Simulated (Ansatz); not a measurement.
# BH3F (doublet): wave-function methods side by side at distance B1–H4 along a hydrogen transfer = 1.787 Å, cc-pVDZ

The task here is to estimate one member of a computed series from the others.

Computed with Ansatz 0.2.0, Gaussian basis. Level: cc-pVDZ, core rule «outside noble gas», up to 2 orbitals frozen.

To be run: UHF; CCSD(T) on ROHF; CCSD(T) on UHF; BCCD(T) on ROHF; CISD; CCSDT(Q) on ROHF; CCSDT(Q) on UHF; CASSCF and MRCISD+Q, 3 electrons in 3 orbitals; CASSCF and NEVPT2, 3 electrons in 3 orbitals.

16 further runs of the same task are left out: 9 for a known fault of the program, 1 for a mislabelled method, 5 that didn't finish, 1 set aside as unsound or not needed.

## The system

The geometry derives from fragments relaxed apart (PBE0/def2-TZVP) and kept rigid, so it is no stationary point. A hydrogen atom is moved between rigid fragments.

5 atoms, charge 0, spin multiplicity 2.

Atoms are counted from 1 here; the program's logs count them from 0.

Bond lengths: B1–H2 1.193 Å, B1–H3 1.193 Å, H4–F5 0.900 Å. Angles: H2–B1–H3 120.0°.

Set-up of the first run:

Contents of in.yaml:

```yaml
crystal:
  periodic: [false, false, false]
  atoms:
    - {symbol: B, position_ang: [-1.573009, 0.000000, 0.000000]}
    - {symbol: H, position_ang: [-2.169742, 1.033571, 0.000000]}
    - {symbol: H, position_ang: [-2.169742, -1.033571, 0.000000]}
    - {symbol: H, position_ang: [0.213991, 0.000000, 0.000000]}
    - {symbol: F, position_ang: [1.113991, 0.000000, 0.000000]}
basis:
  gaussian: {orbitals: cc-pVDZ}
magnetization: {spin_polarized: true, initial_magnetization: 1}
hamiltonian: {xc: hf}
output: {orbitals: {seedname: orbitals}}
```

Started as:

```console
$ ansatz run in.yaml --threads 1 --pin off --events-out ev --progress --plain --max-ram 2393MiB
```

Among the steps run: UHF; CCSD(T) on ROHF; CCSD(T) on UHF; BCCD(T) on ROHF; CISD; CCSDT(Q) on ROHF; CCSDT(Q) on UHF; CASSCF and MRCISD+Q, 3 electrons in 3 orbitals; CASSCF and NEVPT2, 3 electrons in 3 orbitals.

One of the session's tables, all rows but one given; the rest of the session is left out.

It belongs to the step «Misses and costs». 

| method | from UCCSDT(Q) (meV) |
| --- | --- |
| ROHF | +8253.5 |
| UHF | +8204.5 |
| RMP2 | +796.9 |
| UMP2 | +795.3 |
| CISD | +654.8 |
| RCCSD | +126.1 |
| UCCSD | +125.3 |
| RCCSD(T) | +26.0 |
| UCCSD(T) | +25.8 |
| BCCD(T) | +25.1 |
| RCCSDT | +11.8 |
| UCCSDT | +11.6 |
| RCCSDT(Q) | ? |
| UCCSDT(Q) | 0 |
| CASSCF pair | +7681.6 |
| NEVPT2 pair | +801.4 |
| MRCISD pair | +583.6 |
| MRCISD+Q pair | +64.8 |

**Question.** Estimate the row for RCCSDT(Q).

**Answer.** from UCCSDT(Q) (meV): +0.5. In the column «from UCCSDT(Q) (meV)» it lies between UCCSDT(Q) (0) and UCCSDT (+11.6).

Caveats from the session: Restricted and unrestricted rows rest on different reference determinants; where their highest levels disagree by more than a few hundredths of an eV, they describe different states and don't form one ladder.
